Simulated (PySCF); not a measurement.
Results of a calculation; reference values are marked as such.
Si2H6N

The system: Si2H6N, a small molecule; neutral, doublet. The structure, one conformer, was relaxed in the gas phase by PBE0-D3(BJ)/def2-SVP. No frequency run checks that it is a minimum.

SMILES: [SiH3][N][SiH3]

```xyz
9

Si    1.652   -0.162    0.223
N     0.130   -0.038   -0.597
Si   -1.556    0.174   -0.253
H     2.420   -1.304   -0.355
H     1.576   -0.332    1.711
H     2.372    1.118   -0.072
H    -2.188   -1.159   -0.515
H    -2.120    1.181   -1.202
H    -1.885    0.593    1.148
```
Atoms count from 1 in this order.

EPR values by unrestricted B3LYP, IGLO-III on N Si, pcH-1 on H.

Q: Predict g and the largest hyperfine couplings. Where does the spin sit?

A: g = 2.0021, 2.0047, 2.0143. The spin sits on N2 (88 %, bonded to 2 Si) by Mulliken populations.
```json
{"atom": "H7", "isotope": "1H", "isotropic (MHz)": "124.9", "dipolar, principal values (MHz)": "-4.1, -1.5, 5.6"}
{"atom": "H6", "isotope": "1H", "isotropic (MHz)": "123.7", "dipolar, principal values (MHz)": "-4.1, -1.5, 5.6"}
{"atom": "N2", "isotope": "14N", "isotropic (MHz)": "24.5", "dipolar, principal values (MHz)": "-37.5, -36.2, 73.7"}
{"atom": "H4", "isotope": "1H", "isotropic (MHz)": "62.4", "dipolar, principal values (MHz)": "-3.5, -2.3, 5.7"}
{"atom": "H8", "isotope": "1H", "isotropic (MHz)": "60.4", "dipolar, principal values (MHz)": "-3.5, -2.3, 5.7"}
{"atom": "Si1", "isotope": "29Si", "isotropic (MHz)": "47.7", "dipolar, principal values (MHz)": "-2.1, -0.9, 3.0"}
```

Q: How do the isotropic couplings move with BHandHLYP?

A: H7 124.9 to 101.9 MHz, H6 123.7 to 100.8 MHz, N2 24.5 to 32.9 MHz, H4 62.4 to 50.3 MHz.
